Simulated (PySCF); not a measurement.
Structure with atom numbers: `[O:1]=[C:2]([OH:3])/[CH:4]=[CH:5]\[Cl:6]` (H(Xn): hydrogen on atom n).

GIAO PBE0/pcSseg-1 shifts (PySCF 2.14.0 with density-fitted response routines, gas phase, non-relativistic, equivalent atoms averaged), each against references optimised in the same way as the molecule (H2O, TMS, HCl).

On the GFN2-xTB geometry: O1 458.9, O3 212.2, C2 168.9, C5 150.0, C4 129.1, Cl6 268, H(C5) 7.05, H(O3) 6.46, H(C4) 6.25 ppm.

Question: What changes on the PBE0-D3(BJ)/def2-SVP geometry?

Answer: 
| atoms | δ (ppm) | change |
| --- | --- | --- |
| O1 | 453.6 | -5.3 |
| O3 | 211.8 | -0.4 |
| C2 | 166.3 | -2.6 |
| C5 | 148.2 | -1.8 |
| C4 | 128.5 | -0.6 |
| Cl6 | 265 | -3 |
| H(C5) | 6.73 | -0.32 |
| H(O3) | 5.96 | -0.50 |
| H(C4) | 5.98 | -0.27 |

Bonds between heavy atoms that differ most (equivalent bonds averaged): C5–Cl6 1.698 → 1.708 Å, C4–C5 1.333 → 1.340 Å, C2–C4 1.473 → 1.476 Å, C2–O3 1.338 → 1.336 Å. Mean change of bonds to hydrogen: O–H -0.000 Å, C–H +0.012 Å. The two structures also differ in conformation, which adds to the changes.
